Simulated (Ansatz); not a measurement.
Process, species as SMILES: [PH2] (PH2) → 2 H atom + P atom
B3LYP-D3(BJ)/def2-TZVP geometries, fixed; electronic energies without zero-point terms.
Largest species:
```xyz
3

P      0.0052    -0.0015     0.1165
H     -0.0501     1.0329    -0.8596
H     -0.0274    -1.0099    -0.8876
```
Charge 0, spin multiplicity 2.

Basis-set convergence of the atomisation energy at CCSD(T) with Ansatz (a first-principles code). Cartesian d functions, on some or all atoms, in 6-31G*, 6-31+G*; all else is spherical. Cores are frozen. Open shells are unrestricted. No added dispersion term, no relativity. Functions are those of the species that has most. Reference: Hartree-Fock in aug-cc-pV(Q+d)Z plus the correlation part extrapolated as X^-3 from aug-cc-pV(T+d)Z and aug-cc-pV(Q+d)Z, 154.44 kcal/mol, itself unsure by roughly 0.65 kcal/mol (a third of the extrapolation step and of the last Hartree-Fock step). Deviations are taken from unrounded values.

| basis | functions | atomisation energy (kcal/mol) | minus reference (kcal/mol) |
|---|---|---|---|
| 3-21G | 17 | 110.49 | -43.95 |
| def2-SV(P) | 22 | 123.94 | -30.50 |
| 6-31G* | 23 | 126.32 | -28.11 |
| 6-31+G* | 27 | 126.76 | -27.68 |
| def2-SVPD | 40 | 141.89 | -12.55 |
| aug-pcseg-1 | 45 | 139.64 | -14.80 |
| aug-cc-pV(D+d)Z | 50 | 141.52 | -12.91 |
| def2-TZVPD | 61 | 146.15 | -8.28 |
| pcseg-2 | 62 | 150.02 | -4.42 |
| def2-TZVPP | 70 | 149.35 | -5.08 |
| jun-cc-pV(T+d)Z | 76 | 149.24 | -5.19 |
| aug-cc-pV(T+d)Z | 101 | 150.27 | -4.16 |
| def2-QZVPP | 130 | 152.33 | -2.11 |
